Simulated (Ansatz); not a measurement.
Basis-set extrapolation for C2HClF2 (`F/C=C(\F)Cl`) (PBE0-D4/def2-TZVP geometry, frozen core, Ansatz 0.2.0). Multiplicity 1, RHF reference.

```csv
,def2-TZVPP,def2-QZVPP
HF,-734.770456,-734.795364
MP2 correlation,-0.992732,-1.081076
CCSD(T) correlation,-1.056572,not run
```

Energies in hartree. Use E(X) = E(∞) + A·exp(−7.88·√X) for Hartree–Fock and E(X) = E(∞) + B·X^(−2.97) for correlation, with X = 3 and 4, and add CCSD(T) minus MP2 of the smaller set to the MP2 limit.

Question: What is the CCSD(T) energy at the basis-set limit?

Answer: HF limit: -734.795364 + (-0.024908) × 0.13774 = -734.79879. MP2 limit: -1.081076 + (-0.088344) × 0.74074 = -1.14652. Higher-order term: -1.056572 − (-0.992732) = -0.06384. Total: -736.00915 hartree, 478.2 kJ/mol below CCSD(T)/def2-TZVPP.
